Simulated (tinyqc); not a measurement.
The basis set: RHF and MP2 along a ladder of basis sets, for HF, spin multiplicity 1. Computed by the program tinyqc with PySCF. Same geometry throughout; the dipole is taken about the origin.

Geometry (angstrom):
```
atom       x       y       z
F     0.0000  0.0000  0.0000
H     0.0000  0.0000  0.8580
```

RHF and frozen-core MP2 in a ladder of bases:
```
basis        functions  E(RHF) (hartree)  E(MP2 corr) (hartree)  HOMO (eV)  LUMO (eV)  dipole (debye)
sto-3g               6         -98.55786               -0.01487    -12.699     18.856           1.347
3-21g               11         -99.45211               -0.11809    -16.431      7.881           2.095
6-31g               11         -99.97833               -0.12448    -17.318      6.144           2.213
6-31g**             19        -100.00769               -0.17926    -17.226      6.440           1.874
cc-pvdz             19        -100.01702               -0.19904    -17.282      5.320           1.832
aug-cc-pvdz         32        -100.03126               -0.21883    -17.877      1.017           1.818
cc-pvtz             44        -100.05618               -0.26889    -17.676      4.128           1.829
```

What does the comparison show, and why?

From cc-pVDZ to cc-pVTZ the RHF energy falls by 39.2 mhartree and the correlation energy by 69.9. If valence correlation converges as X^-3, (27 E(T) - 8 E(D))/19 gives -0.2983 hartree, a rough estimate from such small X that usually falls short; STO-3G holds about 5 % of it. Beyond STO-3G the LUMO moves by 6.9 eV and the HOMO by 1.4 eV; diffuse functions lower the positive LUMO sharply, since an unbound virtual level tracks the most diffuse function.
